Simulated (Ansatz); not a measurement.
Reaction: CH3F (fluoromethane, SMILES CF) → CH3F+ (parent SMILES FC, doublet) + e-
Each species at its own B3LYP-D3(BJ)/def2-TZVP minimum (Ansatz, a quantum-chemistry and plane-wave program).

Total energies in hartree (Ansatz). Open shells are spin-unrestricted; no spin-orbit coupling. Correlated methods leave the cores frozen. No relativity. The spin of CH3F+ (parent SMILES CF, doublet) was assumed, and the state is the lowest solution found for it.

| species | HF/cc-pVTZ | CCSD(T)/cc-pVTZ | HF/cc-pVQZ | CCSD(T)/cc-pVQZ | CCSDT(Q)/cc-pVTZ |
|---|---|---|---|---|---|
| 1: CH3F (SMILES CF) | -139.09412 | -139.55789 | -139.10577 | -139.60338 | -139.55864 |
| 2: CH3F+ (parent SMILES FC, doublet) | -138.65615 | -139.09658 | -138.66699 | -139.13800 | -139.09769 |

Work out the adiabatic ionisation energy (electronic) in eV: take Hartree-Fock from cc-pVQZ, extrapolate the CCSD(T) correlation energy as X^-3 (X = 3, 4), and add CCSDT(Q) - CCSD(T) in cc-pVTZ. 1 hartree = 27.211 eV.


Species 1: correlation (64·(-0.49761) - 27·(-0.46377))/37 = -0.52230; step -0.00075; E1 = -139.10577 + (-0.52230) + (-0.00075) = -139.62882
Species 2: correlation (64·(-0.47101) - 27·(-0.44043))/37 = -0.49333; step -0.00111; E2 = -138.66699 + (-0.49333) + (-0.00111) = -139.16143
-1·E1 +1·E2 = 0.46739 hartree = 12.72 eV.
